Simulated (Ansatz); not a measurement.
# BSi2 (doublet): from Hartree-Fock to the top rungs, cc-pVDZ

An exercise on one series of results from a longer session: the logs are not shown, and one member is left open.

Computed with Ansatz 0.2.0, Gaussian basis. Level: cc-pVDZ, core rule «outside noble gas», up to 11 orbitals frozen.

The runs, in order: UHF; CCSD(T) on ROHF; CCSD(T) on UHF; BCCD(T) on ROHF; CISD as a restricted active space (open shells left free, so some higher excitations enter); CCSDT(Q) on ROHF; CCSDT(Q) on UHF; CASSCF and MRCISD+Q, 9 electrons in 9 orbitals; CASSCF and NEVPT4(SD), 9 electrons in 9 orbitals; CASSCF and NEVPT2, 9 electrons in 9 orbitals.

20 further runs of the same task are left out: 9 that didn't finish, 11 set aside as unsound or not needed. Runs told in other sessions of the task aren't counted.

### What is computed

The geometry is a PBE0/def2-TZVP stationary point (not a proven minimum) of the parent state, kept for this charge and spin.

3 atoms, charge 0, spin multiplicity 2.

Atoms are counted from 1 here; the program's logs count them from 0.

Bond lengths: Si1–B2 1.955 Å, B2–Si3 1.955 Å. Angles: Si1–B2–Si3 180.0°.

Set-up of the first run:

Contents of in.yaml:

```yaml
crystal:
  periodic: [false, false, false]
  atoms:
    - {symbol: Si, position_ang: [0.000000, 0.000000, 1.954501]}
    - {symbol: B, position_ang: [0.000000, 0.000000, 0.000000]}
    - {symbol: Si, position_ang: [0.000000, 0.000000, -1.954501]}
basis:
  gaussian: {orbitals: cc-pVDZ}
magnetization: {spin_polarized: true, initial_magnetization: 1}
hamiltonian: {xc: hf}
output: {orbitals: {seedname: orbitals}}
```

Run with:

```console
$ ansatz run in.yaml --threads 1 --pin off --events-out ev --progress --plain --max-ram 2393MiB
```

Steps of the session up to this table: UHF; CCSD(T) on ROHF; CCSD(T) on UHF; BCCD(T) on ROHF; CISD as a restricted active space (open shells left free, so some higher excitations enter); CCSDT(Q) on ROHF; CCSDT(Q) on UHF; CASSCF and MRCISD+Q, 9 electrons in 9 orbitals; CASSCF and NEVPT4(SD), 9 electrons in 9 orbitals; CASSCF and NEVPT2, 9 electrons in 9 orbitals.

One of the session's tables, all rows but one given; the rest of the session is left out.

It belongs to the step «Misses and costs». 

| method | from RCCSDT(Q) (kJ/mol) |
| --- | --- |
| ROHF | +752.3 |
| UHF | +688.6 |
| RMP2 | +156.3 |
| UMP2 | +201.7 |
| CISD | +151.7 |
| RCCSD | +66.1 |
| UCCSD | +63.7 |
| RCCSD(T) | ? |
| UCCSD(T) | +24.7 |
| BCCD(T) | +13.9 |
| RCCSDT | +7.2 |
| UCCSDT | +7.4 |
| RCCSDT(Q) | 0 |
| UCCSDT(Q) | -2.3 |

Estimate the missing values for RCCSD(T).

The run gave: from RCCSDT(Q) (kJ/mol): +14.1. In the column «from RCCSDT(Q) (kJ/mol)» it lies between BCCD(T) (+13.9) and UCCSD(T) (+24.7).

Left out of the table: CASSCF frontier, NEVPT2 frontier, NEVPT4(SD) frontier, MRCISD frontier, MRCISD+Q frontier (the active space lost an orbital or holds another state than full CI finds).

Caveats from the session: The determinant of HF (⟨S²⟩ 1.65) is far from a pure spin state, so its energy mixes those of several spin states; that is harmless only where they are near-degenerate. The determinant of CCSD(T) (⟨S²⟩ 1.59) is far from a pure spin state, so its energy mixes those of several spin states; high orders of coupled cluster remove much of that, low ones don't. The determinant of CCSDT(Q) (⟨S²⟩ 1.59) is far from a pure spin state, so its energy mixes those of several spin states; high orders of coupled cluster remove much of that, low ones don't. Warnings: spin contamination; coupled cluster took another determinant than the lowest. Restricted and unrestricted rows rest on different reference determinants; a gap between their highest levels can come from leftover correlation error, from unlike frozen cores or from another state. Warnings in the runs' records: passed over end.
